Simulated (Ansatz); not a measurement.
A nudged elastic band was laid between two geometries of BH4N + H2S (9 atoms, charge 0, multiplicity 1).

Level of theory: RKS B3LYP-D4/6-31G* (Ansatz).

```
movable images  : 2
climbing image  : yes
spring          : 5.0 eV/Å²
optimiser       : quadratic models (default)
start path      : through a guess of the saddle point
force threshold : 0.03 eV/Å
iteration limit : 60
end points      : relaxed
```

First end point:

```xyz
9
Properties=species:S:1:pos:R:3
B 0.134 -0.606 0.230
N 0.120 -0.309 1.594
H -0.730 -0.207 2.134
H 0.959 -0.258 2.158
H 1.185 -0.756 -0.319
H -0.908 -0.686 -0.352
S -0.877 3.287 1.410
H -1.607 3.124 0.285
H -0.276 2.084 1.271
```

Last end point:

```xyz
9
Properties=species:S:1:pos:R:3
B -0.116 0.464 0.199
N 0.004 0.138 1.857
H -0.698 -0.532 2.172
H 0.923 -0.232 2.099
H 0.923 0.078 -0.267
H -1.098 -0.125 -0.168
S -0.236 2.364 0.019
H -1.576 2.506 0.131
H -0.126 1.013 2.370
```

Question: Which bonds break or form, and what moves?

Answer: Bonds broken: S7–H9. Bonds formed: B1–S7, N2–H9. BH4N + H2S becomes BH6NS.

Question: Give the energies along the band, and the barrier.

Answer: The run converged. The highest image is number 2 of 0 to 3, 22.5 kcal/mol above the first end and 29.9 kcal/mol above the last; the last end lies 7.4 kcal/mol below the first. Neighbouring images differ by up to 1.3 eV, so the band resolves the path poorly. Another band between the same ends (7 images) ends at a top of the same energy, where a vibrational analysis finds 1 clearly imaginary mode. So few images can step over the top or miss a turn of the path. The orbitals stay closed-shell, which can raise the energy where a bond breaks towards radicals; this wasn't checked here.

| image | path coordinate (Å) | energy (kcal/mol) | S7–H9 (Å) | B1–S7 (Å) | N2–H9 (Å) |
| --- | --- | --- | --- | --- | --- |
| 0 | 0.00 | 0.0 | 1.35 | 4.19 | 2.45 |
| 1 | 1.27 | 0.8 | 1.35 | 3.53 | 2.41 |
| 2 | 2.54 | 22.5 | 1.55 | 2.28 | 1.47 |
| 3 | 3.65 | -7.4 | 2.71 | 1.91 | 1.02 |

Question: What is the geometry of the highest image?

Answer: 
```xyz
9
Properties=species:S:1:pos:R:3
B -0.045 0.118 0.284
N -0.023 0.070 1.815
H -0.826 -0.351 2.273
H 0.836 -0.256 2.249
H 1.008 -0.032 -0.259
H -1.055 -0.236 -0.248
S -0.219 2.388 0.324
H -1.567 2.451 0.372
H -0.109 1.522 1.601
```

Time of the run: 74 s on 1 thread of Arm Neoverse V1, with other jobs on the host, peak memory 0.12 GiB.
